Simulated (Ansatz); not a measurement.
3C-SiC, treated with G0W0@HSE06 (Ansatz, a first-principles code, hard PAW, contour deformation).

The same calculation (at the measured cell, 10.346 Å³/atom) with different numerical settings; throughout: response cutoff 100 eV, empty bands 86:

| run | k mesh | quasiparticle gap on the mesh (eV) | quasiparticle gap at Γ (eV) | rough time |
|---|---|---|---|---|
| 1 | 4×4×4 | 2.386 | 7.741 | 20 core-s |
| 2 | 8×8×8 | 2.461 | 7.773 | 7 core-min |
| 3 | 10×10×10 | 2.462 | 7.773 | 20 core-min |
| 4 | 12×12×12 | 2.460 | 7.772 | 60 core-min |

In the column quasiparticle gap on the mesh (eV) the first row differs from the last by -0.074 and the next to last by +0.002.

The last row is no converged limit: other settings stay fixed.

Note: GW on a hybrid start was not checked against another program.
